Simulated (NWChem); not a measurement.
System: AlF₃; SMILES [F][Al]([F])[F]

```xyz
4

Al     0.0000     0.0000     0.0000
F     -0.4681    -1.5906     0.0000
F     -1.1434     1.2007     0.0000
F      1.6116     0.3899     0.0000
```
Atoms are numbered in this order, from 1.

The geometry was optimised at PBE-D3(BJ)/def2-SVP.

List the 4 lowest vertical singlet excitations from PBE/6-31+G* (spherical d), TDA (NWChem).


| state | energy (eV) | oscillator strength | leading excitation (squared amplitude) |
|---|---|---|---|
| S1 | 7.04 | 0.000 | HOMO → LUMO (1.00) |
| S2 | 7.50 | 0.000 | HOMO−1 → LUMO (1.00) |
| S3 | 7.50 | 0.000 | HOMO−2 → LUMO (1.00) |
| S4 | 7.76 | 0.057 | HOMO−3 → LUMO (0.97) |
